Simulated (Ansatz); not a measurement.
Forces away from equilibrium

H₃SO (SMILES O[SH2+]) (charge +1), closed shell, displaced at random from a GFN2-xTB minimum.

```
5
angstrom
O 0.3579 -0.5960 0.3373
S -0.5171 0.5280 -0.1021
H -0.0898 -1.3470 1.0448
H -0.4552 0.3389 -1.4031
H 0.4259 1.2439 -0.1271
```

Ansatz 0.2.0; basis: def2-TZVPP; cores frozen in the correlated methods.

CCSD(T) forces from the calculation:
```
atom      Fx      Fy  Fz (eV/Å)
  O1   0.776  -7.603      4.792
  S2  -6.438  -0.512     -0.421
  H3   1.604   3.103     -2.912
  H4  -0.406   0.010     -1.163
  H5   4.463   5.003     -0.297
```

**Question.** Which atom feels the largest CCSD(T) force, and how large is it?

**Answer.** O1, 9.02 eV/Å, along (0.09, -0.84, 0.53).

Root-mean-square difference of the force components from those of CCSD(T): PBE0-D4 0.209; wB97M-V 0.125; r2SCAN-D4 0.155; PBE-D4 0.326; r2SCANh-D4 0.174; r2SCAN0-D4 0.276 eV/Å.

No T1 diagnostic of these runs exceeds 0.013. These are differences at one structure, and CCSD(T) in triple zeta is itself an approximation.

For scale, one of the runs: CCSD(T)/def2-TZVPP forces, 115 basis functions (an equivalent command: `ansatz run in.yaml --threads 4`). Time: 9 s of wall clock on 4 CPU threads; the host was shared. Peak host memory: 0.75 GiB.
